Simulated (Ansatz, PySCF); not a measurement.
Species: methylsilane, CH6Si, charge 0, multiplicity 1. SMILES: C[SiH3]
Geometry: optimised at B3LYP-D3(BJ)/def2-TZVP (Ansatz, a program for electronic structure).

Wanted: atomisation energy (electronic, to ground-state atoms), in eV. Valence correlation only, unless marked. UHF or UKS for open shells. Spin-orbit coupling is left out. No relativistic terms. The coupled-cluster limit lacks core correlation, which all-electron functionals hold. Basis-set limits of correlation are two-point, X^-3; Hartree-Fock from the larger set. [CCSD(T)-MP2]/basis is that difference in the basis named.

| level | program | atomisation energy (eV) |
|---|---|---|
| revPBE/def2-TZVPD | Ansatz | ___ |
| B3LYP/def2-TZVPD | Ansatz | 27.10 |
| PBE0/def2-SVP | Ansatz | 26.91 |
| PBE0-D3(BJ)/def2-TZVP | Ansatz + dftd3 | 27.01 |
| r2SCAN0/def2-TZVPD | Ansatz | 27.04 |
| PW6B95/def2-TZVPD | PySCF | ___ |
| MN15-D3(BJ)/def2-TZVPD | PySCF + dftd3 | 27.28 |
| MN15/def2-TZVPD | PySCF | 27.28 |
| HSE06-D4/def2-TZVPD | Ansatz + dftd4 | 27.01 |
| LC-wPBE-D3(BJ)/def2-TZVPD | Ansatz + dftd3 | 27.06 |
| LC-wPBE-D4/def2-TZVPD | Ansatz + dftd4 | 27.07 |
| B2PLYP/def2-TZVPD | Ansatz | ___ |
| PBE-QIDH/def2-TZVPD | Ansatz | ___ |
| CCSD/def2-SVPD | Ansatz | 25.89 |
| CCSD(T) with core electrons (1s frozen past Ne)/cc-pwCVTZ | Ansatz | 26.78 |
| RI-MP2/CBS(def2-TZVPPD,def2-QZVPPD)+[CCSD(T)-MP2]/def2-TZVPPD | Ansatz | 27.28 |

Q: What belongs in the gaps?

A: 
- revPBE/def2-TZVPD, atomisation energy (eV): 26.35
- PW6B95/def2-TZVPD, atomisation energy (eV): 27.15
- B2PLYP/def2-TZVPD, atomisation energy (eV): 26.84
- PBE-QIDH/def2-TZVPD, atomisation energy (eV): 26.82
